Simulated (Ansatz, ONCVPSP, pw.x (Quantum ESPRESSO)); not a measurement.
**Equation-of-state test of one ONCV potential (Ge)**

```
Element                 : Ge (Z = 32)
Generator               : ONCVPSP 4.0.1.1 (patched build)
Type                    : optimised norm-conserving Vanderbilt (ONCV)
Functional              : PBE
Relativity              : scalar-relativistic
Frozen core             : [Ar] 3d10
Valence charge          : 4
Reference configuration : 4s2 4p2
Partial waves           : 4s: rc 1.65 bohr, ncon 4, nbas 8, qcut 3.4 1/bohr, 2 projectors, debl 2.9 Ha; 4p: rc 2.30 bohr, ncon 3, nbas 6, qcut 4.3 1/bohr, 2 projectors, debl 2.6 Ha; d scattering state at 0.11 Ha: rc 2.25 bohr, ncon 4, nbas 9, qcut 4.4 1/bohr, 1 projector
Local potential         : polynomial inside 1.30 bohr (lpopt 5, dvloc0 0 Ha)
Core correction         : Teter function, fcfact 2.25, rcfact 1.6
```

Atomic tests: cutoffs needed: 25 Ha and 58 Ha (the cutoffs (Ha) at which the residual kinetic energy of the hardest occupied pseudo-wave falls to 1 and 0.1 mHa per electron); ghost test: no bound ghost flagged; GHOST(+) flagged for s at 105.8 eV; largest excitation error: -482 meV (all-electron minus pseudo) for 4s1 4p0, out of 4 test configurations.

Crystal test: diamond Ge in pw.x 7.5, no spin, 8³ k-points, Fermi–Dirac smearing 0.01 Ry, cutoffs 135/540 Ry. The reference is all-electron LAPW (Ansatz 0.2.0) with the same functional, mesh and smearing; V0 and B0 come from Birch–Murnaghan fits to the pressures at five volumes. Errors are pseudo minus all-electron; Δ is the rms difference of the E(V) curves that follow from these fits, minima aligned, over ±6 % about the mean V0. Mesh and smearing are coarse, so the numbers serve the comparison and aren't converged zero-temperature values; the lattice is a test structure that the element need not adopt.

```tsv
V (Å³/atom)	P all-electron (GPa)	P pseudo (GPa)
22.753	3.34	3.98
23.352	1.55	2.09
23.951	0.00	0.44
24.550	-1.34	-0.99
25.149	-2.50	-2.23
```

All-electron: a0 = 5.765 Å (V0 = 23.95 Å³/atom), B0 = 57.6 GPa.

Pseudopotential: mean pressure error (GPa): +0.45; a0 (Å): 5.779; a0 error (%): +0.24; B0 error (%): +2.9; Δ (meV/atom): 2.3.

Question: At the middle volume, how do free energy and pressure move when the wave cutoff is lowered (ecutrho kept at four times it)?

Answer:

```json
{"cutoff (Ry)": "61", "shift of F (meV/atom)": "+28.4", "shift of P (GPa)": "-0.31"}
{"cutoff (Ry)": "81", "shift of F (meV/atom)": "+20.8", "shift of P (GPa)": "-0.00"}
{"cutoff (Ry)": "108", "shift of F (meV/atom)": "+8.6", "shift of P (GPa)": "-0.27"}
```

Input at the middle volume:

```
&control
  calculation='scf', prefix='x', pseudo_dir='./', outdir='./tmp', tstress=.true., disk_io='low'
/
&system
  ibrav=0, nat=2, ntyp=1, ecutwfc=135, ecutrho=540, nbnd=11,
  occupations='smearing', smearing='fd', degauss=0.01
/
&electrons
  conv_thr=1e-09, mixing_beta=0.4, electron_maxstep=70
/
ATOMIC_SPECIES
Ge 1.0 Ge.UPF
CELL_PARAMETERS angstrom
  0.00000000 2.88253474 2.88253474
  2.88253474 0.00000000 2.88253474
  2.88253474 2.88253474 0.00000000
ATOMIC_POSITIONS crystal
Ge 0.0000 0.0000 0.0000
Ge 0.2500 0.2500 0.2500
K_POINTS automatic
8 8 8 0 0 0
```

```bash
pw.x < Ge.scf.in > Ge.scf.out
```

Lines of the output:

```
Message from routine setup:
     using ibrav=0 with symmetry is DISCOURAGED, use correct ibrav instead
     lattice parameter (alat)  =       7.7035  a.u.
     unit-cell volume          =     323.2587 (a.u.)^3
     number of electrons       =         8.00
     number of Kohn-Sham states=           11
     kinetic-energy cutoff     =     135.0000  Ry
     charge density cutoff     =     540.0000  Ry
     scf convergence threshold =      1.0E-09
     Exchange-correlation= PBE
     number of k points=    29  Fermi-Dirac smearing, width (Ry)=  0.0100
     iteration #  1     ecut=   135.00 Ry     beta= 0.40
     total energy              =     -17.96505829 Ry
     estimated scf accuracy    <       0.02957860 Ry
     iteration #  2     ecut=   135.00 Ry     beta= 0.40
     total energy              =     -17.96364463 Ry
     estimated scf accuracy    <       0.00887154 Ry
     iteration #  3     ecut=   135.00 Ry     beta= 0.40
     total energy              =     -17.96399530 Ry
     estimated scf accuracy    <       0.00008732 Ry
     iteration #  4     ecut=   135.00 Ry     beta= 0.40
     total energy              =     -17.96400777 Ry
     estimated scf accuracy    <       0.00000150 Ry
     iteration #  5     ecut=   135.00 Ry     beta= 0.40
     total energy              =     -17.96400827 Ry
     estimated scf accuracy    <       0.00000025 Ry
     iteration #  6     ecut=   135.00 Ry     beta= 0.40
     total energy              =     -17.96400831 Ry
     estimated scf accuracy    <          2.0E-09 Ry
     iteration #  7     ecut=   135.00 Ry     beta= 0.40
     the Fermi energy is     5.2440 ev
!    total energy              =     -17.96400831 Ry
     estimated scf accuracy    <          2.8E-10 Ry
     smearing contrib. (-TS)   =      -0.00087447 Ry
     The total energy is F=E-TS. E is the sum of the following terms:
     one-electron contribution =       4.06341048 Ry
     hartree contribution      =       1.20117764 Ry
     xc contribution           =      -7.40514344 Ry
     ewald contribution        =     -15.82257851 Ry
     convergence has been achieved in   7 iterations
          total   stress  (Ry/bohr**3)                   (kbar)     P=        4.42
```

The run at the middle volume (29 k-points, 7 iterations) took about 29 s on one core of a shared host (Neoverse-V2, 96 threads, 742 GiB, load 29).
